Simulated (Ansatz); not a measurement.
**BFHO+ (SMILES [OH+]=BF): single points off equilibrium**

One table from this session's results is given with a row withheld; the runs are named, their logs left out.

Computed with Ansatz 0.2.0, Gaussian basis. Level: single points in def2-TZVPP.

Cores are frozen in the correlated methods.

1 further run of the same task is left out (it didn't finish).

## The starting structure

SMILES `[OH+]=BF`, 4 atoms, charge 1, spin multiplicity 1.

Atoms are counted from 1 here; the program's logs count them from 0.

Bond lengths: O1–B2 1.188 Å, O1–H4 1.025 Å, B2–F3 1.249 Å. Angles: B2–O1–H4 147.4°, O1–B2–F3 174.4°.

As a file:

```xyz
4
BFHO
O     0.6244   -0.3756    0.0289
B    -0.3627    0.2784   -0.0650
F    -1.4309    0.8960   -0.2594
H     1.6469   -0.4099   -0.0327
```

The first run:

Input file run/in.yaml:

```yaml
crystal:
  periodic: [false, false, false]
  atoms:
    - {symbol: O, position_ang: [0.624381, -0.375583, 0.028869]}
    - {symbol: B, position_ang: [-0.362714, 0.278445, -0.064968]}
    - {symbol: F, position_ang: [-1.430874, 0.896002, -0.259375]}
    - {symbol: H, position_ang: [1.646906, -0.409895, -0.032676]}
basis:
  gaussian: {orbitals: def2-TZVPP}
total_charge: 1
hamiltonian: {xc: pbe, dispersion: d4}
output: {forces: true}
```

The run is started by

```
$ ansatz run in.yaml --threads 2 --pin off --events-out ev --progress --plain --max-ram 3481MiB
```

Steps of the session up to this table: PBE-D4/def2-TZVPP; r2SCAN-D4/def2-TZVPP; PBE0-D4/def2-TZVPP; wB97M-V/def2-TZVPP; CCSD(T)/def2-TZVPP.

One table of the session follows, with a row left open; its other results are not shown here.

| method | RMS force component (eV/Å) | angle to CCSD(T) forces (°) |
| --- | --- | --- |
| PBE-D4 | 2.394 | 4.0 |
| r2SCAN-D4 | ? | ? |
| PBE0-D4 | 2.345 | 3.4 |
| wB97M-V | 2.354 | 1.0 |
| CCSD(T) | 2.486 | reference |

**Question.** Estimate the row for r2SCAN-D4.

**Answer.** RMS force component (eV/Å): 2.370; angle to CCSD(T) forces (°): 1.8. In the column «RMS force component (eV/Å)» it lies between wB97M-V (2.354) and PBE-D4 (2.394).

Caveats from the session: CCSD(T) in triple zeta still lacks some correlation energy of the bonds, so part of these gaps is its own basis error and they don't rank the functionals.
